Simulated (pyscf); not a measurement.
Optimised with ωB97X-D3(BJ)/def2-SVP in PySCF.

Question: PBE/def2-TZVP puts the barrier of `[NH3]` + `[NH2][AlH][NH2]` → `[NH2][Al]([NH2])[NH2]` + `[H][H]` (four-centre exchange; singlet surface; H–N, Al–H broken, Al–N, H–H formed) at 5.7 kcal/mol and the reaction energy at -11.7 kcal/mol, from the separated reactants. What do B3LYP-D3(BJ)/def2-TZVP, PBE0-D3(BJ)/def2-TZVP, ωB97M-D3(BJ)/def2-TZVP give on the same structures?

Answer: B3LYP-D3(BJ): ΔE‡ = 8.3 kcal/mol, ΔE = -13.6 kcal/mol; PBE0-D3(BJ): ΔE‡ = 6.2 kcal/mol, ΔE = -12.4 kcal/mol; ωB97M-D3(BJ): ΔE‡ = 9.4 kcal/mol, ΔE = -13.1 kcal/mol. PBE's barrier lies under all of them, by 0.5 to 3.7 kcal/mol. Its reaction energy lies over all of them, by 0.7 to 1.9 kcal/mol. On the reactant side the descent ends in an adduct with a Al–N contact, 22.5 kcal/mol under the separated species and 30.8 kcal/mol under the saddle at ωB97X-D3(BJ)/def2-TZVP. What is counted as formed (Al–N) is already present as a longer contact in the reactant adduct; forming that adduct is a step of its own. At the saddle there is also a short Al–H contact that neither side keeps. This is the saddle that the search found; another between the same sides may lie lower.
